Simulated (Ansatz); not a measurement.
Elastic constant C33 of some solids

Method: r²SCAN in Ansatz (plane waves, PAW). References are measured values corrected to a static lattice or taken at low temperature (these still hold zero-point motion).

Values in GPa.

```csv
solid,reference,r²SCAN,error (%)
L1₀ (CuAu-type) TiAl,183†,185,+1.1
hcp Zn,68.5,71.7,+4.7
hcp Zr,172,166,-3.5
hcp Be,342,403,+17.8
hcp Y,80.1,76.3,-4.7
hcp Ti,191,191,0.0
hcp Mg,66.5,79.3,+19.2
hcp Os,843†,887,+5.2
```

Over these 8 solids the mean error is +5.0 %, the mean absolute error 7.0 % (median 4.7 %), and the worst case hcp Mg at +19.2 %; the value is too high in 5 of 8 cases.

All these references are low-temperature values that still hold zero-point motion.

Spin–orbit coupling is left out, also for the solids with elements from indium on (hcp Os); its size isn't shown.

† marks references with one source in our tables, § those from which another value on file, of any temperature, differs by over 15 %.

Differences are worked out from the printed values.

Each level is taken at its own relaxed cell. Ansatz's density-functional and Hartree–Fock values are scalar-relativistic unless marked +SOC, with PAW data made under PBE.

Ansatz's runs of these crystals have no spin polarisation. A magnetic state wasn't tried for L1₀ (CuAu-type) TiAl, hcp Y, hcp Ti with meta-GGA or hybrid levels, which favour moments.

Not in this set, of the solids of all kinds but layered and molecular ones with a reference value in our tables and a result at some level: 25 for a reference at room or unstated temperature (corundum (α-Al2O3), wurtzite AlN, chalcopyrite CdGeAs2, wurtzite CdS, hcp Cd and 20 more); 1 for a high-temperature or high-pressure phase (wurtzite ZnS). These can be a level's worst cases. At least 6 more with a reference value are held back for tests. The metals Ce to Yb are counted apart.

References as tabulated in Qi et al. (2023), arXiv:2305.11825; Galib et al. (2023), arXiv:2209.08184; Clouet (2012), arXiv:1210.1082; Elastic Constants of Single Crystal Beryllium, J. Appl. Phys., doi … and others.

Ansatz is an electronic-structure program.
